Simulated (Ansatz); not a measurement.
## Errors in the atomisation enthalpy at 298 K

8 molecules of light elements (H to F); the atomisation enthalpy at 298 K in kJ/mol, computed less measured. Shapes, held fixed at every level: PBE0-D4/def2-TZVP. Flexible molecules stand in one conformer, not always the lowest. Thermal terms are harmonic and unscaled (PBE0-D4/def2-TZVP); the spin-orbit lowering of the free atoms is taken from their spectra. Programs: Ansatz 0.2.0. Measured values: Active Thermochemical Tables, NIST-JANAF tables.

Levels: A = SVWN5/def2-TZVPP; B = PBE0-D4/def2-TZVPP; C = wB97X/def2-TZVPP; D = CCSD(T)/def2-SVP.

```
                molecule  from tabulated heats     A    B    C     D
 NOF (nitrosyl fluoride)                   867  +365  +21  +20   -96
       BHF2 (SMILES FBF)                  1681  +255  -10   -7   -65
B(OH)O (oxoborinic acid)                  1847  +310  -25  -30  -109
  CHFO (formyl fluoride)                  1646  +343   +1   -4   -87
H2O2 (hydrogen peroxide)                  1070  +271  -27  -20  -119
    CH3F (fluoromethane)                  1687  +247   -9   -8   -87
           CH4 (methane)                  1663  +175  -10   -8   -68
    H3NO (hydroxylamine)                  1419  +293  -15   -9  -142
```

Question: Which level does best on this set, which worst, and which err to one side?

Answer: 
```tsv
level	kind	mean error	mean absolute error	worst case
SVWN5/def2-TZVPP	LDA	+282.4	282.4	NOF
PBE0-D4/def2-TZVPP	global hybrid	-9.2	14.8	H2O2
wB97X/def2-TZVPP	range-separated hybrid	-8.2	13.2	B(OH)O
CCSD(T)/def2-SVP	coupled cluster or CI	-96.6	96.6	H3NO
```

On this set wB97X/def2-TZVPP has the smallest mean absolute error and SVWN5/def2-TZVPP the largest. SVWN5/def2-TZVPP is too high in 8 of 8; PBE0-D4/def2-TZVPP is too low in 6 of 8; wB97X/def2-TZVPP is too low in 7 of 8; CCSD(T)/def2-SVP is too low in 8 of 8. The tabulated values of NOF, BHF2, B(OH)O are in doubt (older tables, estimates, or at odds with other calculations) and kept here. Over the 5 molecules whose values aren't doubted the mean absolute errors are A 265.8; B 12.4; C 9.8; D 100.6. The smallest two are near a tie. Correlated wave functions converge slowly with the basis. The set is small.
